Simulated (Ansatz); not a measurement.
# C3H3F3: the cost of one run

All numbers are computed with the Python package of Ansatz 0.2.0. Level of theory: MP2/cc-pVDZ.

## (1) The system

Bond lengths: F1–C2 1.370 Å, C2–C3 1.491 Å, C2–C4 1.500 Å, C3–C4 1.430 Å, C4–F5 1.436 Å, C4–F6 1.353 Å, C2–H7 1.092 Å, C3–H8 1.055 Å, C3–H9 1.132 Å. Angles (14 of 18 angles, heavy atoms first): F1–C2–C3 114.6°, F1–C2–C4 123.0°, C3–C2–C4 57.1°, C2–C3–C4 61.7°, C2–C4–C3 61.1°, C2–C4–F5 117.2°, C2–C4–F6 122.3°, C3–C4–F5 117.6°, C3–C4–F6 126.2°, F5–C4–F6 106.8°, F1–C2–H7 112.9°, C3–C2–H7 120.4°, C4–C2–H7 117.9°, C2–C3–H8 121.4°.

The script holds or builds the structure itself.

## (2) Script

File c3h3f3.py:

```python
"""C3H3F3 through the session interface."""

import ansatz as az
import numpy as np
import pandas as pd

DECK = """
crystal:
  periodic: [false, false, false]
  atoms:
    - { symbol: F, position_ang: [-1.4448, -0.9506, 0.95] }
    - { symbol: C, position_ang: [-0.395, -0.088, 0.7749] }
    - { symbol: C, position_ang: [0.6439, -0.5616, -0.1837] }
    - { symbol: C, position_ang: [-0.1141, 0.6019, -0.5269] }
    - { symbol: F, position_ang: [-1.0992, 0.4722, -1.563] }
    - { symbol: F, position_ang: [0.3514, 1.8713, -0.5864] }
    - { symbol: H, position_ang: [-0.1047, 0.4215, 1.6959] }
    - { symbol: H, position_ang: [0.5401, -1.4755, -0.7003] }
    - { symbol: H, position_ang: [1.711, -0.3375, 0.1222] }
basis:
  gaussian: { orbitals: cc-pVDZ }
correlation:
  method: mp2
  electrons: outside_noble_gas
output:
  forces: true
"""


def main() -> None:
    session = az.Session.from_yaml(DECK)
    r = session.plan(threads=1).execute().report

    for key in ("converged", "free_energy_ev", "reference_energy_ev", "n_frozen", "n_occupied", "n_virtual"):
        print(f"{key:22s} {r[key]}")
    symbols = ["F", "C", "C", "C", "F", "F", "H", "H", "H"]
    parts = r["correlation"]
    for name in ("random_phase", "coupled_cluster", "perturbative"):
        if name in parts:
            print(f"{name:16s} {parts[name]['energy']['hartree']:12.7f} Ha")
    if "second_order" in parts:
        pair = parts["second_order"]
        print(f"MP2 same spin {pair['same_spin']['hartree']:.7f} Ha, opposite spin {pair['opposite_spin']['hartree']:.7f} Ha")

    forces = np.array(r["forces_ev_ang"])
    print("largest force", round(float(np.linalg.norm(forces, axis=1).max()), 4), "eV/A, rms", round(float(np.sqrt((forces ** 2).mean())), 4))
    charges = r["charge_distribution"]
    table = pd.DataFrame({"atom": symbols, "mulliken": charges["mulliken_charges_e"], "lowdin": charges["lowdin_charges_e"]})
    print(table.round(3).to_string())
    print("dipole (e A):", np.round(charges["dipole_moment_e_ang"], 4) + 0.0)


if __name__ == "__main__":
    main()
```

## (3) The run

The run is started by

```
> python c3h3f3.py
```

What time and memory should one allow on 1 thread of Intel Xeon Platinum 8259CL at 2.50GHz (Skylake/Cascade Lake), shared host?

About 7.2 s, with a peak of 0.3 GiB.
